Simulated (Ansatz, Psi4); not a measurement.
SO2: a line through the functionals

The species is SO2 (3 atoms), meant as a singlet with charge 0. As SMILES, `O=S=O`. The coordinates come from a PBE0-D4/def2-TZVP relaxation.

The vertical ionisation energy (to the doublet cation) y, in eV, basis def2-TZVPP; a is the functional's share of exact exchange. Programs: Ansatz 0.2.0, Psi4 1.11.

| functional | program | a | y (eV) |
| --- | --- | --- | --- |
| TPSS | Psi4 | 0 | 12.05 |
| r2SCAN | Psi4 | 0 | 12.17 |
| TPSSh | Psi4 | 0.1 | 12.17 |
| B3LYP | Psi4 | 0.2 | ? |
| r2SCAN0 | Ansatz | 0.25 | 12.42 |
| PBE0 | Psi4 | 0.25 | 12.36 |
| BHLYP | Psi4 | 0.5 | 12.57 |

Fit y = c + s·a to the known rows and predict B3LYP.


1. Means of the 6 rows: a = 0.1833, y = 12.290.
2. Σ(Δa)² = 0.18333, Σ(Δa·Δy) = 0.178, so the slope is 0.178/0.18333 = 0.97093.
3. Intercept: 12.290 − (0.97093) × 0.1833 = 12.112. The largest residual of the fit is 0.065.
4. B3LYP: 12.112 + (0.97093) × 0.2 = 12.31 eV.

The run gave 12.41 eV, so the prediction is off by -0.10 eV, about the largest residual. The rows mix families of semi-local functionals, which the line can't see. The measured value is 12.50 eV (NIST CCCBDB).
